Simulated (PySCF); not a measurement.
fluoromethane cation (CH₃F), SMILES CF (connectivity only; charge and spin as stated), charge +1, multiplicity 2. Geometry: PBE-D3(BJ)/def2-TZVP. The spin state was assumed, not searched.

Computed with PBE-D3(BJ)/def2-TZVP (PySCF).

Harmonic wavenumbers (cm⁻¹): 748, 923, 961, 1041, 1254, 1408, 2173, 2486, 3111. Rotational constants (GHz): 149.3, 28.52, 26.68; symmetry number 1.

Question: Work out the zero-point energy and the ideal-gas rigid-rotor harmonic-oscillator thermochemistry at 298.15 K and 1 atm.

Answer: ZPE = ½ Σ hcν = ½ × 14106 cm⁻¹ = 20.17 kcal/mol. H − E(el) = 22.69 kcal/mol. Entropy in cal/(mol K): translation 36.51, rotation 18.59, vibration 0.62, spin 1.38, total 57.09. G − E(el) = 5.66 kcal/mol. Cp = 10.20 cal/(mol K).
